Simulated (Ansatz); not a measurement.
# Ytterbium, fcc under r²SCAN: convergence with the Fermi-Dirac smearing

How small must the Fermi-Dirac smearing width be for energy and pressure to settle? The geometry was relaxed under r²SCAN beforehand and stays fixed; 6 values are run, from 0.01 to 1.0 eV. Wanted are the values from which on the energy stays within 10 and 1 meV/atom, and the pressure within 0.5 GPa, of the narrowest run. Within the series other settings stay, but some runs also write fields, which adds to their time. Spin polarisation is left out.

Program: Ansatz 0.2.0. Level of theory: DFT r²SCAN, plane waves with PAW, scalar-relativistic. These are calculated values, not measurements.

### Step 1. The starting structure

It takes space group Fm-3m (No. 225, cubic). Conventional cell: a = 5.219 Å, b = 5.219 Å, c = 5.219 Å, α = 90.00°, β = 90.00°, γ = 90.00°. Around Yb (site symmetry m-3m) lie 12 Yb at 3.69 Å.

Coordinates:

```cif
data_structure
_symmetry_space_group_name_H-M 'Fm-3m'
_symmetry_Int_Tables_number 225
_cell_length_a 5.2193
_cell_length_b 5.2193
_cell_length_c 5.2193
_cell_angle_alpha 90.000
_cell_angle_beta 90.000
_cell_angle_gamma 90.000
_cell_volume 142.18
loop_
_atom_site_label
_atom_site_type_symbol
_atom_site_symmetry_multiplicity
_atom_site_Wyckoff_symbol
_atom_site_fract_x
_atom_site_fract_y
_atom_site_fract_z
_atom_site_occupancy
Yb1 Yb 4 a 0.00000 0.00000 0.00000 1
```

### Step 2. Run at 0.01 eV

The run at 0.01 eV.

Contents of input.yaml:

```yaml
crystal:
  lattice:
    - [0.0, 2.6096620394, 2.6096620394]
    - [2.6096620394, 0.0, 2.6096620394]
    - [2.6096620394, 2.6096620394, 0.0]
  atoms:
    - { symbol: Yb, position: [0.0, 0.0, 0.0] }
hamiltonian:
  xc: r2scan
  pseudopotentials:
    kind: paw
    azcp:
      Yb: "pseudopotentials/Yb.paw.azcp"
basis:
  ecutwfc: 500
  fft_grid_basis: typed
kpoints:
  mp_grid: { grid: [10, 10, 10], shift: [0, 0, 0] }
magnetization:
  spin_polarized: false
scf:
  occupations: { method: fermi_dirac, width: 0.01 }
  lower_state_search: "off"
output:
  stress: true
```

Command:

```bash
$ ansatz run input.yaml --threads 2 --pin off --max-ram 5120MiB --backend cpu --events-out ev --progress --plain --runs-dir out
```

### Step 3. Run at 0.03 eV

The run at 0.03 eV.

input.yaml: that of step 2 with these lines changed.

```diff
@@ -21,3 +21,3 @@
 scf:
-  occupations: { method: fermi_dirac, width: 0.01 }
+  occupations: { method: fermi_dirac, width: 0.03 }
   lower_state_search: "off"
```

### Step 4. Run at 0.2 eV

The run at 0.2 eV.

input.yaml: that of step 3 with these lines changed.

```diff
@@ -21,3 +21,3 @@
 scf:
-  occupations: { method: fermi_dirac, width: 0.03 }
+  occupations: { method: fermi_dirac, width: 0.2 }
   lower_state_search: "off"
@@ -25 +25,5 @@
   stress: true
+  write_density: true
+  write_potential: true
+  elf: true
+  volumetric_format: npy
```

### Step 5. Run at 0.3 eV

The run at 0.3 eV.

input.yaml: that of step 4 with these lines changed.

```diff
@@ -21,3 +21,3 @@
 scf:
-  occupations: { method: fermi_dirac, width: 0.2 }
+  occupations: { method: fermi_dirac, width: 0.3 }
   lower_state_search: "off"
@@ -25,5 +25 @@
   stress: true
-  write_density: true
-  write_potential: true
-  elf: true
-  volumetric_format: npy
```

### Step 6. Run at 0.6 eV

The run at 0.6 eV.

input.yaml: that of step 5 with these lines changed.

```diff
@@ -21,3 +21,3 @@
 scf:
-  occupations: { method: fermi_dirac, width: 0.3 }
+  occupations: { method: fermi_dirac, width: 0.6 }
   lower_state_search: "off"
@@ -25 +25,5 @@
   stress: true
+  write_density: true
+  write_potential: true
+  elf: true
+  volumetric_format: npy
```

### Step 7. Run at 1.0 eV

The run at 1.0 eV.

input.yaml: that of step 6 with these lines changed.

```diff
@@ -21,3 +21,3 @@
 scf:
-  occupations: { method: fermi_dirac, width: 0.6 }
+  occupations: { method: fermi_dirac, width: 1.0 }
   lower_state_search: "off"
@@ -25,5 +25 @@
   stress: true
-  write_density: true
-  write_potential: true
-  elf: true
-  volumetric_format: npy
```

(Steps that only read results are left out.)

**Question.** What will these runs give?

**Answer**, as computed:

| quantity | value |
| --- | --- |
| E(σ → 0) stays within 10 meV/atom of 0.01 eV | up to 0.03 eV |
| E(σ → 0) stays within 1 meV/atom | up to 0.03 eV |
| pressure stays within 0.5 GPa | up to 1.0 eV |
| pressure at 0.01 eV | -0.27 GPa |
| energy of a separate run on a finer mesh (17×17×17) | +10.4 meV/atom from 0.01 eV |

In words: At 1.0 eV the energy differs by -507.0 meV/atom and the pressure by +0.4 GPa. Over the range F shifts by -3518.8 meV/atom, while E(σ → 0) shifts by -507.0. In theory F falls as the square of the width under this scheme, but here the ratio is not steady: the mesh at narrow widths, or a density of states that varies over the wide ones, can both cause that. The mesh (10×10×10) is fixed, so the narrowest widths carry a k-point error of their own. The yardstick itself is unsettled by 10.4 meV/atom against the finer mesh, so the thresholds above hold only within this series, and wider smearing, which averages over more states, can land nearer the fine-mesh value than the narrowest does. The cell taken over is 14 % smaller than the measured one (41.28 Å³/atom, COD), which weighs on all values here.
